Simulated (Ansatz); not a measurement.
Ansatz (an electronic-structure program) input (r2SCAN0/def2-TZVPD):

Ansatz 0.2 input:
```yaml
crystal:
  periodic: [false, false, false]
  atoms:
    - {symbol: C, position_ang: [-0.02784272, 0.07672693, 0.05477787]}
    - {symbol: C, position_ang: [-0.08889168, 0.83888068, 1.33004228]}
    - {symbol: C, position_ang: [-0.01253030, -0.71527917, 1.30288250]}
    - {symbol: C, position_ang: [0.75721562, 0.00668667, -1.21024639]}
    - {symbol: C, position_ang: [-0.77765176, 0.01327665, -1.22694930]}
    - {symbol: H, position_ang: [0.91531343, 1.23209040, 1.56079430]}
    - {symbol: H, position_ang: [-0.90142096, -1.28826233, 1.58274551]}
    - {symbol: H, position_ang: [0.91258719, -1.26192393, 1.51820960]}
    - {symbol: H, position_ang: [1.25888284, -0.91323288, -1.50845941]}
    - {symbol: H, position_ang: [1.26283121, 0.90616505, -1.55641461]}
    - {symbol: H, position_ang: [-1.27312957, -0.91059355, -1.51956341]}
    - {symbol: H, position_ang: [-1.27685927, 0.91400673, -1.58035391]}
basis:
  gaussian:
    orbitals: def2-TZVPD
hamiltonian:
  xc: {name: r2SCAN0}
total_charge: -1
output: {forces: true}
```

Output:

```
Functional definition: r2SCAN0
integrals: 0.15 GiB planned
1227 factors; their error is unknown
mean field: 1.66 GiB planned
mean field evaluation 1: about -5288.2715 eV, gradient 4.5e1 eV
mean field evaluation 2: about -5258.7192 eV, gradient 8.7e1 eV
mean field evaluation 4: about -5293.3273 eV, gradient 8.7e0 eV
mean field evaluation 8: about -5293.6220 eV, gradient 3.0e-1 eV
mean field evaluation 16: about -5293.5953 eV, gradient 8.3e-4 eV
mean field -5293.59525098 eV, -194.5360373459 hartree, gradient 4.1e-5 eV, S^2 0.000000; 0 other end points of the search recorded, 0 dependent functions left out
the calculation of the forces begins
reference -5293.59526666 eV, -194.5360379222 hartree; 19, 19 occupied and 229, 229 virtual orbitals, 1227 factors
Total energy: -5293.59526666 eV, -194.5360379222 hartree
Atom 0 at    -0.027843     0.076727     0.054778 Å, force    -0.017730    -0.025624    -0.063868 eV/Å
Atom 1 at    -0.088892     0.838881     1.330042 Å, force     0.140967    -0.335517    -0.170191 eV/Å
Atom 2 at    -0.012530    -0.715279     1.302882 Å, force    -0.031784     0.170565    -0.114559 eV/Å
Atom 3 at     0.757216     0.006687    -1.210246 Å, force    -0.233449     0.034101     0.111526 eV/Å
Atom 4 at    -0.777652     0.013277    -1.226949 Å, force     0.236307    -0.002255     0.134085 eV/Å
Atom 5 at     0.915313     1.232090     1.560794 Å, force    -0.113206    -0.070877    -0.042801 eV/Å
Atom 6 at    -0.901421    -1.288262     1.582746 Å, force     0.102937     0.116684    -0.051846 eV/Å
Atom 7 at     0.912587    -1.261924     1.518210 Å, force    -0.087546     0.110459    -0.028702 eV/Å
Atom 8 at     1.258883    -0.913233    -1.508459 Å, force    -0.080342     0.087160     0.064785 eV/Å
Atom 9 at     1.262831     0.906165    -1.556415 Å, force    -0.084217    -0.087177     0.050108 eV/Å
Atom 10 at    -1.273130    -0.910594    -1.519563 Å, force     0.080414     0.092282     0.050137 eV/Å
Atom 11 at    -1.276859     0.914007    -1.580354 Å, force     0.087649    -0.089801     0.061327 eV/Å
Dipole moment:     0.328752    -0.611537    -0.885985 e Å
```

It need not be the lowest isomer of its formula. Whether it binds its extra electron was not tested at this geometry.
